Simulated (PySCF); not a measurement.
Shapes and spin states of SiO2

Level of theory: PySCF, PBE0, basis Si def2-TZVP, O def2-TZVP (no relativity, density fitting).

Relaxations began from a few typed shapes and spin states; open shells are unrestricted. The search is not exhaustive: other isomers or separated fragments can lie lower, and high-lying points may rest on an excited occupation.

```csv
spin,group,bonds,angles,imaginary modes (cm⁻¹),ΔE (kJ/mol),ΔE with ZPE (kJ/mol)
singlet,D∞h,Si–O 1.506 Å (×2),O–Si–O 180.0°,none,0.0,0.0
triplet,Cs,"O–O 1.343 Å, Si–O 1.710 Å",O–O–Si 113.5°,none,511.2,504.7
```

The lowest minimum found is the singlet D∞h: Si–O 1.506 Å (×2); O–Si–O 180.0°.

Counting electrons, silicon keeps none of its valence electrons outside its bonds, so the VSEPR class is AX2 and the expected shape is linear (D∞h), as computed.
